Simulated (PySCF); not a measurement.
# triplet OF2: levels of theory compared

We compute a comparison of 6 runs (U-revPBE/cc-pVTZ, UBHLYP/cc-pVTZ, UBLYP/cc-pVTZ, UM06-L/cc-pVTZ, USVWN5/cc-pVTZ, UTPSS/cc-pVTZ) of triplet OF2. The job is set up through a Python script.

The calculation is run with PySCF 2.14.0.

1 further run of the same task is left out (set aside as unsound or not needed).

### 1 Starting point

The species is OF2 (3 atoms), meant as a triplet with charge 0. As SMILES of the parent species, `FOF`. The coordinates come from a GFN2-xTB relaxation. That shape belongs to the parent species and isn't relaxed for this state.

Bond lengths: F1–O2 1.366 Å, O2–F3 1.366 Å. Angles: F1–O2–F3 106.0°.

### 2 A single-point energy at U-revPBE/cc-pVTZ (run 1)

Contents of calc.py:

```python
from pyscf import gto, dft

mol = gto.M(
    atom='''
F      1.806937    -0.624611     0.927667
O      0.001380     1.029712     0.113516
F     -1.808317    -0.405101    -1.041182
''',
    unit='bohr',
    spin=2,
    max_memory=1860,
    charge=0,
    verbose=3,
    basis='cc-pvtz',
)

ks = dft.UKS(mol)
ks.xc = 'revpbe'
ks.conv_tol = 1e-10
ks.grids.level = 5
ks.kernel()
if not ks.converged:
    ks = ks.newton().run(ks.mo_coeff, ks.mo_occ)

energy = ks.e_tot
print('E = %.10f Eh' % energy)
```

Launch:

```
OMP_NUM_THREADS=1 python calc.py
```

Log:

```text
WARN: HOMO -0.0909103740672705 >= LUMO -0.277593342032466

WARN: HOMO -0.123360375547819 >= LUMO -0.233679295529377

WARN: HOMO -0.114272147639277 >= LUMO -0.217523277267551

WARN: HOMO -0.127058290381276 >= LUMO -0.226957285484543

WARN: HOMO -0.129504812678984 >= LUMO -0.232062292594795

WARN: HOMO -0.124009796428584 >= LUMO -0.22572356428158

WARN: HOMO -0.12587010413136 >= LUMO -0.226853227165515

WARN: HOMO -0.125800562103736 >= LUMO -0.226708838484234

WARN: HOMO -0.125817082735974 >= LUMO -0.226709582171003

WARN: HOMO -0.125814058469437 >= LUMO -0.226709503618798

WARN: HOMO -0.125814889462978 >= LUMO -0.226709742864077

WARN: HOMO -0.125814786323902 >= LUMO -0.226709715285168

WARN: HOMO -0.125814727585553 >= LUMO -0.226709633565354

converged SCF energy = -274.569703358779  <S^2> = 2.0035875  2S+1 = 3.0023907
E = -274.5697033588 Eh
```

Run time: 17 s. Hardware: 1 thread of Arm Neoverse V1, shared host; peak memory 0.44 GiB.

### 3 A single-point energy at UBHLYP/cc-pVTZ (run 2)

Contents of input.py:

```python
from pyscf import gto, dft

mol = gto.M(
    atom='F 0.956190 -0.330530 0.490900; O 0.000730 0.544900 0.060070; F -0.956920 -0.214370 -0.550970',
    charge=0,
    basis='cc-pvtz',
    verbose=3,
    max_memory=1860,
    spin=2,
)

mf = dft.UKS(mol)
mf.xc = 'bhandhlyp'
mf.conv_tol = 1e-10
mf.grids.level = 5
mf.kernel()
if not mf.converged:
    mf = mf.newton().run(mf.mo_coeff, mf.mo_occ)

e_tot = mf.e_tot
print(f'total energy: {e_tot:.8f} hartree')
```

Launch:

```
OMP_NUM_THREADS=1 python input.py
```

Log:

```text
WARN: HOMO -0.0899913124220024 >= LUMO -0.318173960450141

converged SCF energy = -274.502679688251  <S^2> = 2.0233649  2S+1 = 3.0155364
total energy: -274.50267969 hartree
```

Run time: 26 s. Hardware: 1 thread of Arm Neoverse V1, shared host; peak memory 0.44 GiB.

Runs 3 to 5 aren't shown in full; the table further down has their settings and results.

### 4 The energy at UTPSS/cc-pVTZ (run 6)

Contents of run.py:

```python
from pyscf import gto, dft

system = gto.M(
    atom='''
F    0.956190  -0.330530   0.490900
O    0.000730   0.544900   0.060070
F   -0.956920  -0.214370  -0.550970
''',
    charge=0,
    verbose=4,
    basis='cc-pvtz',
    max_memory=1860,
    spin=2,
)

myscf = dft.UKS(system, xc='tpss')
myscf.conv_tol = 1e-10
myscf.grids.level = 5
myscf.kernel()
if not myscf.converged:
    myscf = myscf.newton().run(myscf.mo_coeff, myscf.mo_occ)

etot = myscf.e_tot
print('E(%s) = %.9f' % ('TPSS', etot))
```

Launch:

```
OMP_NUM_THREADS=1 python run.py
```

Log:

```text
PySCF version 2.14.0

[INPUT] num. atoms = 3
[INPUT] num. electrons = 26
[INPUT] charge = 0
[INPUT] spin (= nelec alpha-beta = 2S) = 2
[INPUT] symmetry False subgroup None
[INPUT] Mole.unit = angstrom
[INPUT] Symbol           X                Y                Z      unit          X                Y                Z       unit  Magmom
[INPUT]  1 F      0.956190000000  -0.330530000000   0.490900000000 AA    1.806937223048  -0.624611175952   0.927666554549 Bohr   0.0
[INPUT]  2 O      0.000730000000   0.544900000000   0.060070000000 AA    0.001379500071   1.029711765276   0.113515848303 Bohr   0.0
[INPUT]  3 F     -0.956920000000  -0.214370000000  -0.550970000000 AA   -1.808316723119  -0.405100589323  -1.041182402852 Bohr   0.0

[... 48 lines left out ...]
[... the frontier-level lines of each cycle are left out ...]
[... 11 lines left out ...]
[... 11 lines left out ...]
[... 11 lines left out ...]
[... 11 lines left out ...]
[... 1 line left out ...]
cycle= 10 E= -274.676310518574  delta_E= -4.91e-09  |g|= 3.29e-05  |ddm|= 6e-05


cycle= 11 E= -274.676310518933  delta_E= -3.59e-10  |g|= 1.47e-05  |ddm|= 2.41e-05


cycle= 12 E= -274.676310519008  delta_E= -7.44e-11  |g|= 5.6e-06  |ddm|= 1.24e-05


Extra cycle  E= -274.676310518754  delta_E= 2.53e-10  |g|= 2.68e-05  |ddm|= 2.82e-05
converged SCF energy = -274.676310518754  <S^2> = 2.0047826  2S+1 = 3.0031867
E(TPSS) = -274.676310519
```

It took 41 s on 1 thread of Arm Neoverse V1, shared host; peak memory 0.49 GiB.

### 5 All runs side by side

| run | level | energy (Eh) | dipole moment (D) | HOMO energy (eV) | ⟨S²⟩ | wall time |
| --- | --- | --- | --- | --- | --- | --- |
| 1 | U-revPBE/cc-pVTZ | -274.569703 | 0.54 | -3.42 | 2.004 | 17 s |
| 2 | UBHLYP/cc-pVTZ | -274.502680 | 0.96 | -7.96 | 2.023 | 26 s |
| 3 | UBLYP/cc-pVTZ | -274.642097 | 0.54 | -3.52 | 2.004 | 17 s |
| 4 | UM06-L/cc-pVTZ | -274.589239 | 0.66 | -4.08 | 2.008 | 40 s |
| 5 | USVWN5/cc-pVTZ | -272.872268 | 0.51 | -3.67 | 2.003 | 11 s |
| 6 | UTPSS/cc-pVTZ | -274.676311 | 0.58 | -3.73 | 2.005 | 41 s |

### 6 What came out

```
                                 quantity          value
                      run 6: total energy  -274.67631 Eh
                     run 6: dipole moment         0.58 D
run 6: HOMO energy (highest over α and β)       -3.73 eV
                              run 6: ⟨S²⟩          2.005
```

In words: The dipole moment (its size) runs from 0.51 D (USVWN5/cc-pVTZ) to 0.96 D (UBHLYP/cc-pVTZ). Totals of different functionals can't be ranked against each other. All runs together took 2.5 min, the longest 41 s.
